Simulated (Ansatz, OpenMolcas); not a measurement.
# Heat of formation of C3H7F (2-fluoropropane) from total energies

C3H7F: 11 atoms, total charge 0, spin state singlet. As SMILES, `CC(C)F`. The shape is that of a PBE0-D4/def2-TZVP optimisation.

Total energies at HF/cc-pVDZ (OpenMolcas 26.06); the atoms run unrestricted:

```
species    state  energy (Eh)
  C3H7F  singlet  -217.133899
      C  triplet   -37.686544
      F  doublet   -99.375240
      H  doublet    -0.499278
```

Harmonic wavenumbers at PBE0-D4/def2-TZVP, in cm⁻¹: 213, 256, 352, 412, 477, 838, 928, 940, 965, 1159, 1173, 1198, 1369, 1370, 1407, 1409, 1472, 1475, 1482, 1501, 3044, 3054, 3058, 3130, 3138, 3141, 3143.

Measured heats of formation of the gaseous atoms at 298.15 K, in kJ/mol: C 716.9, F 79.4, H 218.0. Spin-orbit lowering of the atoms at 298 K (mean of the ground term's levels less their thermal mean, from spectra), in kJ/mol: C 0.02, F 1.29. Take 1 Eh = 2625.50 kJ/mol, 1 cm⁻¹ = 0.0119627 kJ/mol, RT = 2.479 kJ/mol.

Work out the heat of formation of the gas at 298 K.


1. Electronic atomisation energy: 3 × (-37.686544) + (-99.375240) + 7 × (-0.499278) − (-217.133899) = 1.204081 Eh = 3161.3 kJ/mol.
2. Zero-point energy: half the sum of the wavenumbers, 21052 cm⁻¹ = 251.8 kJ/mol.
3. Thermal vibrational enthalpy, Σ hcν̃/(exp(hcν̃/kT) − 1): 5.9 kJ/mol. Translation, rotation and pV of a non-linear molecule: 4 RT = 9.9 kJ/mol.
4. The 11 free atoms carry 5/2 RT each: 68.2 kJ/mol.
5. Spin-orbit coupling lowers the free atoms by 3 × 0.02 + 1.29 = 1.4 kJ/mol.
6. Atomisation enthalpy at 298 K: 3161.3 − 1.4 − 251.8 − 5.9 − 9.9 + 68.2 = 2960.5 kJ/mol.
7. Sum of the atoms' heats of formation: 3756.1 kJ/mol. Heat of formation: 3756.1 − 2960.5 = +795.6 kJ/mol.

The tabulated value is -293.5 kJ/mol (CRC Handbook of Chemistry and Physics; in doubt: it may be an older value or an estimate), so this level is off by +1089.1 kJ/mol, or 26.9 % of the atomisation enthalpy that the table implies (4049.5 kJ/mol). Hartree–Fock leaves out correlation, which is larger in the molecule than in the atoms, so it underbinds and puts the heat of formation too high. Anharmonicity and any spin-orbit splitting of the molecule are left out.
